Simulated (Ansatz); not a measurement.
hcp Zn, treated with PBEsol (plane waves, PAW; Ansatz, a quantum-chemistry and plane-wave program).

Run with plane-wave cutoff 520 eV, 24×24×12 k mesh (along the axes of the cell as run), Fermi–Dirac smearing 0.05 eV, scalar-relativistic PAW data made under PBE.

Starting structure:

```
CELL_PARAMETERS angstrom
      2.66000     0.00000     0.00000
     -1.33000     2.30363     0.00000
      0.00000     0.00000     4.95000
ATOMIC_POSITIONS crystal
  Zn 0.66667 0.33333 0.75000
  Zn 0.33333 0.66667 0.25000
```

Q: Into what structure does the relaxation of cell and atoms lead at this level, with the symmetry of the start kept?

A: The volume drops by 6.2 %; final space group P6_3/mmc.
```
CELL_PARAMETERS angstrom
      2.59806     0.00000     0.00000
     -1.29903     2.24999     0.00000
      0.00000     0.00000     4.86584
ATOMIC_POSITIONS crystal
  Zn 0.66667 0.33333 0.75000
  Zn 0.33333 0.66667 0.25000
```
